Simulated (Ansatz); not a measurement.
# C3H3F3: small, medium and large basis sets

Aim: see how fast density functionals converge with the basis set for C3H3F3.

Computed with Ansatz 0.2.0, Gaussian basis. Level: one geometry, several basis sets.

The runs, in order: PBE0-D4/def2-SVP; ωB97M-V/def2-SVP; PBE0-D4/def2-QZVPP; ωB97M-V/def2-QZVPP; the functionals' def2-TZVPP values are taken from earlier runs.

## Step 1: Structure used throughout

An earlier PBE0-D4/def2-TZVP relaxation fixed the geometry.

SMILES `C=CC(F)(F)F`, 9 atoms, charge 0, spin multiplicity 1.

Atoms are counted from 1 here; the program's logs count them from 0.

Bond lengths: C1–C2 1.320 Å, C1–H7 1.083 Å, C1–H8 1.083 Å, C2–C3 1.492 Å, C2–H9 1.084 Å, C3–F4 1.342 Å, C3–F5 1.342 Å, C3–F6 1.335 Å. Angles: C2–C1–H7 121.5°, C2–C1–H8 120.9°, H7–C1–H8 117.7°, C1–C2–C3 123.3°, C1–C2–H9 122.6°, C3–C2–H9 114.1°, C2–C3–F4 111.0°, C2–C3–F5 111.0°, C2–C3–F6 113.1°, F4–C3–F5 106.7°, F4–C3–F6 107.4°, F5–C3–F6 107.4°.

## Step 2: PBE0-D4 in def2-SVP

Contents of in.yaml:

```yaml
crystal:
  periodic: [false, false, false]
  atoms:
    - {symbol: C, position_ang: [0.184916, -1.279462, 0.558044]}
    - {symbol: C, position_ang: [-0.498859, -0.194320, 0.244253]}
    - {symbol: C, position_ang: [0.092575, 0.961682, -0.490195]}
    - {symbol: F, position_ang: [-0.564192, 1.188525, -1.638611]}
    - {symbol: F, position_ang: [0.003264, 2.088009, 0.234548]}
    - {symbol: F, position_ang: [1.380536, 0.784578, -0.795397]}
    - {symbol: H, position_ang: [1.230018, -1.385433, 0.293460]}
    - {symbol: H, position_ang: [-0.283523, -2.096354, 1.092732]}
    - {symbol: H, position_ang: [-1.544726, -0.067225, 0.501155]}
basis:
  gaussian: {orbitals: def2-SVP}
hamiltonian: {xc: pbe0, dispersion: d4}
output: {orbitals: {seedname: orbitals}}
```

Run with:

```bash
$ ansatz run in.yaml --threads 4 --pin off --events-out ev --progress --plain --max-ram 10444MiB
```

The runs that follow: ωB97M-V in def2-SVP; PBE0-D4 in def2-QZVPP; ωB97M-V in def2-QZVPP.

Q: Predict the results of all the runs planned. Wanted: PBE0-D4: double and triple zeta above quadruple; ωB97M-V: double and triple zeta above quadruple.

The runs gave:

| quantity | value |
| --- | --- |
| PBE0-D4: double and triple zeta above quadruple | 13.97, 0.57 eV |
| ωB97M-V: double and triple zeta above quadruple | 14.28, 0.54 eV |

PBE0-D4 gains 13.39 eV from double to triple zeta, then 0.57 eV more. Total energies overstate the basis error of differences, where much of it tends to cancel.
